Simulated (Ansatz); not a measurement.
Geometry optimisation, Ansatz 0.2.0, RKS PBE0/def2-SVP.

The input (input.yaml):

```yaml
crystal:
  periodic: [false, false, false]
  atoms:
    - { symbol: C, position_ang: [-0.9138, 0.2803, -0.5067] }
    - { symbol: C, position_ang: [0.2245, 0.1695, 0.0678] }
    - { symbol: S, position_ang: [0.7292, -1.3638, 0.6291] }
    - { symbol: H, position_ang: [-1.5722, -0.4953, -0.6649] }
    - { symbol: H, position_ang: [-1.2795, 1.2923, -0.8913] }
    - { symbol: H, position_ang: [0.8872, 1.042, 0.1938] }
    - { symbol: H, position_ang: [1.9858, -0.9929, 1.1264] }
basis:
  gaussian: { orbitals: def2-SVP }
hamiltonian:
  xc: pbe0
relax:
  f_tol: 0.015
  max_steps: 40
```

Run as:

```bash
$ ansatz run input.yaml --threads 1 --pin off --max-ram 2048MiB --backend cpu --events-out ev --progress --plain --runs-dir out
```

Question: Where does it end, and by what steps?

Answer: The run converged. After 5 steps the energy has fallen by 0.340 eV; S3 moved furthest, 0.09 Å.

| step | energy less start (eV) | largest force component (eV/Å) | accepted |
| --- | --- | --- | --- |
| 0 | 0.0000 | 4.286 | yes |
| 1 | -0.3046 | 1.199 | yes |
| 2 | -0.3296 | 0.472 | yes |
| 3 | -0.3401 | 0.048 | yes |
| 4 | -0.3402 | 0.018 | yes |
| 5 | -0.3403 | 0.004 | yes |

```xyz
7
Properties=species:S:1:pos:R:3
C -0.955 0.321 -0.536
C 0.225 0.152 0.066
S 0.803 -1.395 0.672
H -1.653 -0.505 -0.698
H -1.254 1.312 -0.885
H 0.902 0.999 0.214
H 1.993 -0.952 1.121
```

Time of the run: 20 s on 1 thread of Arm Neoverse N1, on a shared host, peak memory 0.14 GiB.
